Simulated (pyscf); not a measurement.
This saddle point was located with ωB97X-D3(BJ)/def2-SVP in PySCF.

```xyz
10

O      0.9382     1.7514     0.0528
Si    -0.4201     0.5586    -0.2986
O      0.5090    -0.4287    -1.2975
O     -1.5653     0.9869    -1.4145
F     -0.6679    -0.4780     0.9343
H      1.4658     2.1071    -0.6794
H      0.9744    -1.1384    -0.8439
H     -1.4794     0.4348    -2.2033
H     -0.0361     2.2063     0.4705
H     -1.0481     1.7929     0.6715
```
Charge 0, spin multiplicity 1.

Surface: singlet, charge 0. Lowest wavenumbers (cm⁻¹): 1327i, 117, 174, 261, 348.

Q: What reaction is this the transition state of?

A: HO–Si(OH)(OH)–F (SMILES O[Si](O)(O)F) + H₂ (SMILES [H][H]) ⇌ H₂O (SMILES O) + HO–SiH(OH)–F (SMILES O[SiH](O)F), a four-centre exchange read from left to right: O–Si, H–H broken and H–O, H–Si formed. At ωB97M-D3(BJ)/def2-TZVP it lies +54.8 kcal/mol from the left side and +31.4 kcal/mol from the right (each side as separated species at their lowest minima found). On the product side the descent ends in a complex (not fully relaxed), 8.0 kcal/mol under the separated species and 39.9 kcal/mol under the saddle at ωB97X-D3(BJ)/def2-TZVP. One saddle was located; it need not be the lowest between these sides.
